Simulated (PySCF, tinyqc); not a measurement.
Inside a calculation. Method: CIS and TDHF on RHF in the sto-3g basis, for CH+, spin multiplicity 1. The lowest restricted solution is unstable here: a spin-polarised one lies 0.0105 hartree lower (PySCF). One step of it, computed by the program tinyqc.

Question. CIS matrix, singlets. A(ia,jb) = (e_a - e_i) d_ij d_ab + 2 (ia|jb) - (ij|ab).

orbital energies (hartree): [-11.625712, -1.108547, -0.747854, -0.233683, -0.233683, -0.122551]

Two-electron integrals over orbitals (pq|rs), unique and non-zero (hartree):
```
(11|11) 3.514242    (21|11) -0.346173   (21|21) 0.054149    (22|11) 0.811167
(22|21) -0.014756   (22|22) 0.578523    (31|11) 0.096697    (31|21) -0.013410
(31|22) 0.009632    (31|31) 0.016935    (32|11) -0.084118   (32|21) 0.005992
(32|22) -0.005300   (32|31) 0.016461    (32|32) 0.108200    (33|11) 0.688769
(33|21) -0.008667   (33|22) 0.513710    (33|31) -0.004651   (33|32) -0.028834
(33|33) 0.537080    (41|41) 0.021431    (42|41) 0.027560    (42|42) 0.120439
(43|41) -0.007601   (43|42) -0.028267   (43|43) 0.032411    (44|11) 0.852071
(44|21) -0.010759   (44|22) 0.591337    (44|31) 0.002872    (44|32) -0.047708
(44|33) 0.513147    (44|44) 0.672833    (51|51) 0.021431    (52|51) 0.027560
(52|52) 0.120439    (53|51) -0.007601   (53|52) -0.028267   (53|53) 0.032411
(54|54) 0.036269    (55|11) 0.852071    (55|21) -0.010759   (55|22) 0.591337
(55|31) 0.002872    (55|32) -0.047708   (55|33) 0.513147    (55|44) 0.600295
(55|55) 0.672833    (61|11) 0.082861    (61|21) -0.014511   (61|22) -0.000869
(61|31) -0.007504   (61|32) -0.015826   (61|33) 0.007682    (61|44) 0.002465
(61|55) 0.002465    (61|61) 0.012943    (62|11) -0.139572   (62|21) 0.002663
(62|22) -0.076920   (62|31) -0.013442   (62|32) -0.025980   (62|33) -0.010957
(62|44) -0.076888   (62|55) -0.076888   (62|61) 0.009430    (62|62) 0.065346
(63|11) -0.242593   (63|21) 0.004925    (63|22) -0.106772   (63|31) 0.001920
(63|32) 0.072203    (63|33) -0.065824   (63|44) -0.134725   (63|55) -0.134725
(63|61) -0.003993   (63|62) 0.055870    (63|63) 0.159941    (64|41) -0.006025
(64|42) -0.025859   (64|43) -0.010949   (64|64) 0.017968    (65|51) -0.006025
(65|52) -0.025859   (65|53) -0.010949   (65|65) 0.017968    (66|11) 0.539948
(66|21) -0.004613   (66|22) 0.450943    (66|31) 0.009732    (66|32) 0.078525
(66|33) 0.480992    (66|44) 0.414152    (66|55) 0.414152    (66|61) -0.005997
(66|62) 0.004584    (66|63) 0.081123    (66|66) 0.601147
```

Give: CIS matrix A, singlet.

Answer.

CIS matrix A, singlet (hartree), order 1>4, 1>5, 1>6, 2>4, 2>5, 2>6, 3>4, 3>5, 3>6:
```
[[10.5828, 0.0000, 0.0000, 0.0659, 0.0000, 0.0000, -0.0181, 0.0000, 0.0000],
 [0.0000, 10.5828, 0.0000, 0.0000, 0.0659, 0.0000, 0.0000, -0.0181, 0.0000],
 [0.0000, 0.0000, 10.9891, 0.0000, 0.0000, 0.0235, 0.0000, 0.0000, -0.0177],
 [0.0659, 0.0000, 0.0000, 0.5244, 0.0000, 0.0000, -0.0088, 0.0000, 0.0000],
 [0.0000, 0.0659, 0.0000, 0.0000, 0.5244, 0.0000, 0.0000, -0.0088, 0.0000],
 [0.0000, 0.0000, 0.0235, 0.0000, 0.0000, 0.6657, 0.0000, 0.0000, 0.0332],
 [-0.0181, 0.0000, 0.0000, -0.0088, 0.0000, 0.0000, 0.0658, 0.0000, 0.0000],
 [0.0000, -0.0181, 0.0000, 0.0000, -0.0088, 0.0000, 0.0000, 0.0658, 0.0000],
 [0.0000, 0.0000, -0.0177, 0.0000, 0.0000, 0.0332, 0.0000, 0.0000, 0.4642]]
```
